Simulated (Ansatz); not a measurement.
# SiH, quartet: stretch scan

Starting geometry (PBE0/def2-TZVP stationary point for this spin):

```json
{"atom": "Si", "x (Å)": "0.0000", "y (Å)": "0.0000", "z (Å)": "0.0000"}
{"atom": "H", "x (Å)": "0.0000", "y (Å)": "0.0000", "z (Å)": "1.4995"}
```

From there H2 moves along the line of the two atoms named below, all else staying in place; atoms are numbered as listed. Energies are in kcal/mol, counted from the starting geometry at the same level. Kohn–Sham curves are unrestricted where that lies lower.

Basis cc-pVTZ; Ansatz 0.2.0. Correlated methods freeze the noble-gas cores.

A value is left out where its run failed or describes another state than the reference as far as symmetry and spin tell, or, spin-broken singlets apart, can't be checked.

Full CI is exact within this basis and frozen core; it isn't the basis-set limit.

```csv
distance Si1-H2 (Å),full CI,PBE,r2SCAN,PBE0,B3LYP,r2SCANh,BHLYP,wB97M-V,B2PLYP,RPA-PBE
1.197,27.7,28.9,27.2,27.8,27.6,27.0,26.7,26.9,27.2,27.7
1.336,6.4,7.1,6.1,6.4,6.5,6.0,6.0,6.1,6.2,6.4
1.500,0.0,0.0,0.0,0.0,0.0,0.0,0.0,0.0,0.0,0.0
1.623,2.0,1.5,2.3,2.0,1.7,2.4,2.1,2.0,2.0,1.9
1.802,9.1,7.9,9.8,9.2,8.0,9.9,8.8,8.9,8.8,8.8
2.110,21.6,20.0,22.6,21.6,19.0,22.6,19.7,20.0,20.1,20.9
2.410,28.3,27.0,30.6,28.4,25.2,30.5,25.3,25.4,26.0,26.7
2.775,31.5,31.0,35.7,32.0,28.6,35.5,28.2,28.3,29.0,28.6
3.276,32.7,33.2,38.5,33.9,30.3,38.1,29.6,29.5,30.4,28.5
3.952,33.2,34.1,39.6,34.6,30.9,39.2,30.1,29.6,30.9,28.0
5.117,33.3,–,39.9,–,31.0,39.5,30.1,–,31.0,–
```
